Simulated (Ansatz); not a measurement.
Cost and result up the ladder for SiF₂ (3 atoms). Total charge 0; singlet. Geometry: r2SCAN-D4/def2-TZVP.

```xyz
3

Si    0.634   -0.064    0.246
F    -0.070    1.193   -0.457
F    -0.564   -1.129    0.212
```

Ansatz on 4 threads of Intel Xeon 6975P-C on a shared host. Times are rough, and most runs start from the orbitals of an earlier one. ωB97M-V/def2-TZVP serves as the yardstick here, not as an exact answer. Differences are given only for rows in sets of like size (and for xTB, whose basis is part of the method), since another set adds its own error. Binding counts from free atoms at the same level (Si triplet, F doublet; other spins of the atoms weren't run), without zero-point energy or a counterpoise term.

Correlated methods freeze 7 core orbitals.

Correlated methods converge slowly with the basis.

| level | functions | binding energy per atom (eV) | difference from ωB97M-V/def2-TZVP (eV) |
| --- | --- | --- | --- |
| r2SCAN-D4/def2-TZVP (with forces) | 99 | 4.24 | -0.08 |
| ωB97X-V/def2-TZVP | 99 | 4.28 | -0.04 |
| PBE0-D4/def2-SVP | 46 | 4.04 | – |
| PBE0-D4/def2-TZVPD | 123 | 4.17 | -0.15 |
| MP2/def2-TZVP | 99 | 4.37 | 0.05 |
| RPA@PBE/def2-TZVP | 99 | 3.83 | -0.49 |
| CCSD(T)/def2-TZVPD | 123 | 4.16 | -0.16 |
| ωB97M-V/def2-TZVP | 99 | 4.32 | 0.00 |
| r2SCANh-D4/def2-TZVP | 99 | 4.17 | -0.15 |
| revPBE-D4/def2-TZVP | 99 | 4.19 | -0.13 |
| PBE-D4/def2-TZVP | 99 | 4.36 | 0.03 |
| HF/def2-TZVP | 99 | 3.05 | -1.27 |
| PBE-D4/def2-SVP | 46 | 4.27 | – |
| PBE0-D4/def2-TZVP | 99 | 4.17 | -0.15 |

Problem. Estimate how long each takes.

Solution. HF/def2-TZVP 0.15 s; PBE-D4/def2-SVP 0.15 s; PBE0-D4/def2-SVP 0.15 s; PBE-D4/def2-TZVP 0.2 s; revPBE-D4/def2-TZVP 0.2 s; MP2/def2-TZVP 0.25 s; PBE0-D4/def2-TZVP 0.3 s; PBE0-D4/def2-TZVPD 0.35 s; RPA@PBE/def2-TZVP 0.4 s; r2SCAN-D4/def2-TZVP (with forces) 0.45 s; r2SCANh-D4/def2-TZVP 0.45 s; ωB97X-V/def2-TZVP 0.5 s; ωB97M-V/def2-TZVP 0.55 s; CCSD(T)/def2-TZVPD 1.4 s. On shared hardware such times vary by a factor of up to 3.
